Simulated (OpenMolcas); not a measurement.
**One shape, several levels: S2O (Disulfur monoxide)**

We compute a comparison of 6 runs (HF/STO-3G, B3LYP/6-31G*, B3LYP/def2-TZVP, BHLYP/def2-TZVP, revPBE/def2-TZVP, MP2/def2-TZVP) of S2O (Disulfur monoxide). 

The results are computed with OpenMolcas 26.06.

1 further run of the same task is left out (set aside as unsound or not needed).

## Step 1: The system as given

S2O: 3 atoms, total charge 0, spin state singlet. As SMILES, `O=S=S`. Geometry: relaxed at PBE0-D4/def2-TZVP.

Bond lengths: O1–S2 1.453 Å, S2–S3 1.880 Å. Angles: O1–S2–S3 117.8°.

## Step 2: Energy and gradient at HF/STO-3G (run 1)

mol.inp reads:

```
&GATEWAY
BasLib
$CurrDir
Coord
3
angstrom
O        0.451630       1.204020       0.493170
S        0.529120      -0.205510       0.148940
S       -0.980740      -0.998510      -0.642110
Basis
STO-3G
Group
NoSym
&SEWARD
&SCF
Thresholds
1e-10 1e-07 1e-07 1e-05
PrOrbitals
1
&ALASKA
```

The basis set STO-3G is read from a file made from the Basis Set Exchange's data (not shown).

Started as:

```console
export MOLCAS_MEM=1860
pymolcas mol.inp > mol.log
```

The log of the run:

```text
--- Start Module: gateway ---
[...]
--- Stop Module: gateway /rc=_RC_ALL_IS_WELL_ ---
[...]
      Basis functions           23
[...]
--- Start Module: scf ---
[...]
       Convergence after  16 Iterations
[...]
::    Total SCF energy                               -860.0029770026
[...]
      Total spin, S                                     0.0000000000
[...]
      Total electronic charge=   40.000000
      Total            charge=   -0.000000
[...]
      Dipole Moment (debye):
      Origin of the operator (angstrom)=   -0.0903   -0.2406   -0.0986
                   X=  1.1744E+00               Y= -6.9378E-01               Z=  2.6753E-01           Total=  1.3900E+00
      Quadrupole Moment (debye*angstrom):
[...]
--- Stop Module: scf /rc=_RC_ALL_IS_WELL_ ---
--- Start Module: alaska ---
[...]
 *              Molecular gradients               *
 **************************************************
  Irreducible representation: a
 ------------------------------------------------------------------------------------------
                              X                       Y                       Z
 ------------------------------------------------------------------------------------------
  O1                2.29207292417133E-02   -1.56880123533544E-01   -3.28150391511324E-02
  S2               -7.31506688729908E-02    1.43844790064978E-01    1.00399283362105E-02
  S3                5.02299396312829E-02    1.30353334685456E-02    2.27751108149210E-02
 ------------------------------------------------------------------------------------------
--- Stop Module: alaska /rc=_RC_ALL_IS_WELL_ ---
[...]
```

Run time: 2.1 s. Hardware: 1 thread of Arm Neoverse V1, shared host; peak memory 0.37 GiB.

## Step 3: Energy and gradient at B3LYP/6-31G(d) (Cartesian functions) (run 2)

job.inp reads:

```
* OS2 Kohn-Sham DFT
>>> EXPORT MOLCAS_PRINT=2

&GATEWAY
 BasLib=$CurrDir
 Coord
 3
 angstrom
 O        0.451630       1.204020       0.493170
 S        0.529120      -0.205510       0.148940
 S       -0.980740      -0.998510      -0.642110
 Basis=6-31Gs
 Group=NoSym

&SEWARD
 GridInput
 Grid=UltraFine
 End of Grid

&SCF
 KSDFT=B3LYP
 Thresholds=1e-10 1e-07 1e-07 1e-05
 PrOrbitals=1 1

&ALASKA
```

The basis set 6-31G* is read from a file made from the Basis Set Exchange's data (not shown).

Started as:

```console
export MOLCAS_MEM=1860
pymolcas job.inp > job.log
```

The log of the run:

```text
--- Start Module: gateway ---
[...]
--- Stop Module: gateway /rc=_RC_ALL_IS_WELL_ ---
[...]
      Basis functions           53
[...]
--- Start Module: scf ---
[...]
       Convergence after  17 Iterations
[...]
::    Total KS-DFT energy                            -871.5532156339
[...]
      Total spin, S                                     0.0000000000
[...]
      Total electronic charge=   40.000000
      Total            charge=   -0.000000
[...]
      Dipole Moment (debye):
      Origin of the operator (angstrom)=   -0.0903   -0.2406   -0.0986
                   X=  7.9194E-01               Y= -1.2280E+00               Z= -2.1318E-02           Total=  1.4614E+00
      Quadrupole Moment (debye*angstrom):
[...]
--- Stop Module: scf /rc=_RC_ALL_IS_WELL_ ---
[...]
--- Start Module: alaska ---
[...]
 *              Molecular gradients               *
 **************************************************
  Irreducible representation: a
 ------------------------------------------------------------------------------------------
                              X                       Y                       Z
 ------------------------------------------------------------------------------------------
  O1                9.92880272741581E-04   -3.89332772272333E-02   -9.94941286117967E-03
  S2               -2.17342213664971E-02    2.69683737578816E-02   -1.20171296166394E-03
  S3                2.07413410937356E-02    1.19649034693996E-02    1.11511258228330E-02
 ------------------------------------------------------------------------------------------
--- Stop Module: alaska /rc=_RC_ALL_IS_WELL_ ---
[...]
```

Run time: 10 s. Hardware: 1 thread of Arm Neoverse V1, shared host; peak memory 0.38 GiB.

## Step 4: Energy and gradient at B3LYP/def2-TZVP (run 3)

struct.xyz reads:

```xyz
3

O      0.451630     1.204020     0.493170
S      0.529120    -0.205510     0.148940
S     -0.980740    -0.998510    -0.642110
```

mol.input reads:

```
&GATEWAY
  BASLIB = $CurrDir
  COORD = struct.xyz
  BASIS = def2-TZVP
  GROUP = NoSym

&SEWARD
  GRIDINPUT
  Grid=UltraFine
  End of Grid

&SCF
  KSDFT = B3LYP
  THRESHOLDS = 1e-10 1e-07 1e-07 1e-05
  PRORBITALS = 0

&ALASKA
```

The basis set def2-TZVP is read from a file made from the Basis Set Exchange's data (not shown).

Started as:

```console
export MOLCAS_MEM=1860
pymolcas mol.input > mol.log
```

The log of the run:

```text
--- Start Module: gateway ---
[...]
--- Stop Module: gateway /rc=_RC_ALL_IS_WELL_ ---
[...]
      Basis functions          105
[...]
--- Start Module: scf ---
[...]
       Convergence after  18 Iterations
[...]
::    Total KS-DFT energy                            -871.6776586252
[...]
      Total spin, S                                     0.0000000000
[...]
      Total electronic charge=   40.000000
      Total            charge=   -0.000000
[...]
      Dipole Moment (debye):
      Origin of the operator (angstrom)=   -0.0903   -0.2406   -0.0986
                   X=  4.0082E-01               Y= -1.4683E+00               Z= -2.3547E-01           Total=  1.5401E+00
      Quadrupole Moment (debye*angstrom):
[...]
--- Stop Module: scf /rc=_RC_ALL_IS_WELL_ ---
[...]
--- Start Module: alaska ---
[...]
 *              Molecular gradients               *
 **************************************************
  Irreducible representation: a
 ------------------------------------------------------------------------------------------
                              X                       Y                       Z
 ------------------------------------------------------------------------------------------
  O1                2.75899857052009E-04   -9.91653056498265E-03   -2.52532528063742E-03
  S2               -8.07347133704184E-03    5.56969401171870E-03   -1.62672145779830E-03
  S3                7.79757148002602E-03    4.34683655332080E-03    4.15204673841174E-03
 ------------------------------------------------------------------------------------------
--- Stop Module: alaska /rc=_RC_ALL_IS_WELL_ ---
[...]
```

Run time: 32 s. Hardware: 1 thread of Arm Neoverse V1, shared host; peak memory 0.6 GiB.

Runs 4 to 5 aren't shown in full; the table further down has their settings and results.

## Step 5: A single-point energy at MP2/def2-TZVP (run 6)

test.inp reads:

```
&GATEWAY
  BasLib
  $CurrDir
  Coord
  3
  bohr
  O      0.85345701     2.27526805     0.93195623
  S      0.99989189    -0.38835762     0.28145581
  S     -1.85333000    -1.88691043    -1.21341204
  Basis
  def2-TZVP
  Group
  NoSym

&SEWARD

&SCF
  Thresholds
  1e-10 1e-07 1e-07 1e-05
  PrOrbitals
  1 2

&MBPT2
  Frozen
  11
```

The basis set def2-TZVP is read from a file made from the Basis Set Exchange's data (not shown).

Started as:

```console
export MOLCAS_MEM=1860
pymolcas test.inp > test.log
```

The log of the run:

```text
--- Start Module: gateway ---
[...]
--- Stop Module: gateway /rc=_RC_ALL_IS_WELL_ ---
[...]
      Basis functions          105
[...]
--- Start Module: scf ---
[...]
       Convergence after  16 Iterations
[...]
::    Total SCF energy                               -869.9321633418
[...]
      Total spin, S                                     0.0000000000
[...]
      Total electronic charge=   40.000000
      Total            charge=   -0.000000
[...]
      Dipole Moment (debye):
      Origin of the operator (angstrom)=   -0.0903   -0.2406   -0.0986
                   X=  5.5624E-01               Y= -1.7735E+00               Z= -2.5670E-01           Total=  1.8763E+00
      Quadrupole Moment (debye*angstrom):
[...]
--- Stop Module: scf /rc=_RC_ALL_IS_WELL_ ---
[...]
--- Start Module: mbpt2 ---
[...]
WARNING!
Default frozen orbitals as non valence orbitals is overwritten by user input.
Default values:  11
[...]
       Reference weight ( Cref**2 )         =        0.81358
::    Total MBPT2 energy                             -870.5215943900
[...]
      Total MBPT2 calculations                           0.42      0.47
--- Stop Module: mbpt2 /rc=_RC_ALL_IS_WELL_ ---
[...]
```

It took 13 s on 1 thread of Arm Neoverse V1, shared host; peak memory 0.6 GiB.

## Step 6: Overview of the runs

```
run                               level  Cartesian functions  integration grid  energy (Eh)  dipole moment (D) of the reference  HOMO energy (eV)  LUMO energy (eV)  wall time
  1                           HF/STO-3G                   no                 –  -860.002977                                1.39             -6.04              3.47      2.1 s
  2  B3LYP/6-31G* (Cartesian functions)                  yes         UltraFine  -871.553216                                1.46             -7.76             -4.05       10 s
  3                     B3LYP/def2-TZVP                   no         UltraFine  -871.677659                                1.54             -7.87             -4.09       32 s
  4                     BHLYP/def2-TZVP                   no         UltraFine  -871.589995                                1.70             -9.25             -3.02       30 s
  5                    revPBE/def2-TZVP                   no         UltraFine  -871.492506                                1.31             -6.80             -4.59       31 s
  6                       MP2/def2-TZVP                   no                 –  -870.521594                                1.88            -11.02             -0.61       13 s
```

## Step 7: Outcome

| quantity | value |
| --- | --- |
| run 6: total energy | -870.52159 Eh |
| run 6: dipole moment (mean-field density) | 1.88 D |
| run 6: HOMO energy (Hartree–Fock orbitals) | -11.02 eV |
| run 6: LUMO energy (Hartree–Fock orbitals) | -0.61 eV |
| run 6: HOMO–LUMO gap (Hartree–Fock orbitals) | 10.42 eV |
| run 6: correlation energy (11 core orbitals frozen) | -589.4 mEh |

**Reading.** Over runs 1, 2, 3, 4, 5 the dipole moment (its size) runs from 1.31 D (revPBE/def2-TZVP) to 1.70 D (BHLYP/def2-TZVP). Over runs 1, 2, 3, 4, 5 the HOMO–LUMO gap runs from 2.21 eV (revPBE/def2-TZVP) to 9.52 eV (HF/STO-3G). The two ends differ in method and basis. Totals of different functionals can't be ranked against each other. In run 1 the basis is minimal, so the values are rough. All runs together took 2 min, the longest 32 s.
